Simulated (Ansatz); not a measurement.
A calculation with Ansatz (development build ahead of 0.2.0).

```yaml
crystal:
  periodic: [false, false, false]
  atoms:
    - { symbol: "N", position_ang: [0.0, 0.0, -0.63305] }
    - { symbol: O, position_ang: [0.0, 0.0, 0.63305] }
basis:
  gaussian: { orbitals: "6-31G" }
magnetization:
  initial_magnetization: 1
hamiltonian:
  xc: hf
correlation:
  method: ccsd_t
  frozen_orbitals: { "N": 1, O: 1 }
```

The input is written out in the form of the current development build from the run's settings. Correlation on restricted open-shell orbitals is semicanonical, with singles.

Output:

```
Converged          : yes
Reference energy   : -129.14362 hartree
Correlation energy : -0.26144 hartree
Total energy       : -129.40506 hartree
```
